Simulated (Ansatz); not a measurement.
Results of r²SCAN in Ansatz (plane waves, PAW) for Se (R-3, No. 148).

Settings: plane-wave cutoff 500 eV, 10×10×10 k mesh, Fermi–Dirac smearing 0.05 eV, scalar-relativistic PAW data made under PBE.

Cell (relaxed at this level):

```cif
data_Se18
_chemical_formula_sum 'Se18'
_space_group_name_H-M_alt 'R-3 :H'
_space_group_IT_number 148
_space_group_name_Hall '-R 3'
_cell_length_a 11.35925
_cell_length_b 11.35925
_cell_length_c 4.79333
_cell_angle_alpha 90.000
_cell_angle_beta 90.000
_cell_angle_gamma 120.000
loop_
_atom_site_label
_atom_site_type_symbol
_atom_site_symmetry_multiplicity
_atom_site_Wyckoff_symbol
_atom_site_fract_x
_atom_site_fract_y
_atom_site_fract_z
_atom_site_occupancy
Se1 Se 18 f 0.04083 0.20305 0.11103 1
```
(The calculation used a cell of 6 atoms; values per cell refer to that cell.)

### Question
Predict the band gap.

### Answer

band gap: 1.69 eV (on the SCF k mesh)

Note: the cell comes from a level without a dispersion term, which matters for the spacing of layers, chains or molecules; the volume lies 8 % above that of the published cell.

Spin–orbit coupling is not included.

Static lattice: no zero-point or thermal effects.

It cost roughly 17 core-minutes of CPU time.

Ansatz is a program for electronic structure.
